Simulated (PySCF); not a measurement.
**The bond of HF+, level by level**

An exercise on one series of results from a longer session: the logs are not shown, and one member is left open.

Computed with PySCF 2.14.0. Level: H 6-31G(d,p), F 6-31G(d,p), no relativity.

The first run:

A driver script around PySCF takes these settings:

* atoms: H, F
* charge: 1
* basis: H 6-31G(d,p), F 6-31G(d,p)
* Hamiltonian: no relativity
* basis functions: 19
* electrons treated: 9
* masses in u: 1.0078, 18.9984
* levels: PBE0, PBE, r²SCAN, B3LYP, M06-2X, BLYP, CAM-B3LYP, HF, MP2, SCS-MP2, CCSD, CCSD(T)
* grid: 80 radial by 434 angular points
* occupations: held fixed by the projection of orbital angular momentum
* dissociation limit: H+ + F, each in its ground configuration
* starting distance in angstrom: 1.035
* values of 2S to try: 1, 3

The run is started by

```
OMP_NUM_THREADS=1 python dia.py task.json out
```

Among the steps run: Input; First curve: PBE0; PBE (GGA); r²SCAN (meta-GGA); B3LYP (global hybrid GGA); M06-2X (hybrid meta-GGA); BLYP (GGA); CAM-B3LYP (range-separated hybrid); UHF; Correlated methods on the Hartree–Fock reference.

One table of the session follows, with a row left open; its other results are not shown here.

It belongs to the step «Constants by level of theory». 

| level | Re (Å) | ωe (cm⁻¹) | De (eV) |
| --- | --- | --- | --- |
| UHF | ? | ? | ? |
| UHF-MP2 | 1.006 | 3114 | 3.75 |
| UHF-SCS-MP2 | 1.005 | 3121 | 3.78 |
| UHF-CCSD | 1.007 | 3110 | 3.79 |
| UHF-CCSD(T) | 1.008 | 3099 | 3.81 |
| PBE | 1.026 | 2914 | 3.94 |
| BLYP | 1.031 | 2868 | 3.92 |
| r²SCAN | 1.013 | 3027 | 3.83 |
| B3LYP | 1.017 | 2989 | 3.81 |
| PBE0 | 1.010 | 3055 | 3.82 |
| M06-2X | 1.012 | 3072 | 3.75 |
| CAM-B3LYP | 1.017 | 3000 | 3.77 |

Q: Estimate the row for UHF from the others.

As computed: Re (Å): 0.984; ωe (cm⁻¹): 3287; De (eV): 3.57. In the column «Re (Å)» it is the lowest.
